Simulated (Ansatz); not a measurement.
Two isomers of C4H5N: A = `C/C=C/C#N`, B = `C=CN1C=C1`.

Calculated with Ansatz (gas phase, PBE0-D4/def2-TZVP geometries, no zero-point term in ΔE). CCSD(T)/CBS is the MP2 limit (def2-TZVPP, def2-QZVPP) plus CCSD(T) − MP2 in def2-TZVPP, frozen cores. This one scheme is used for every species. DFT in def2-TZVPP. B3LYP here is the variant with VWN-RPA as its local correlation; programs differ in this. Each species was taken in one conformer, which may not be the lowest.

Which is lower in electronic energy at CCSD(T)/CBS, and by how much? (Estimate.)

Computed: A, by 354.7 kJ/mol.

Give E(B) − E(A) in kJ/mol with LDA (SPW92), B2PLYP, B3LYP-D4, BLYP-D4, r2SCAN-D4, CCSD/def2-TZVPP, CCSD(T)/def2-TZVPP. (Best estimate.)

Ansatz gave: LDA (SPW92) 315.8, B2PLYP 369.7, B3LYP-D4 360.0, BLYP-D4 355.3, r2SCAN-D4 352.9, CCSD/def2-TZVPP 369.7, CCSD(T)/def2-TZVPP 364.3. None reverses the order clearly.

Does the order hold for the free energy at 298.15 K (harmonic terms from PBE0-D4)? (Estimate.)

Ansatz gave: Yes: G(B) − G(A) = +348.2 kJ/mol, for one conformer each.

Largest T1 diagnostic: 0.013.

The D4 term adds −4.0 kJ/mol with B3LYP and −2.0 kJ/mol with PBE0; it sums over pairs of atoms, weighted by their polarisabilities, and B3LYP, whose exchange is more repulsive, gets the larger term. In def2-TZVPP, CCSD(T) changes the Hartree–Fock value by −37.0 kJ/mol (the triples alone add −5.4 kJ/mol) and MP2 by −32.5 kJ/mol.
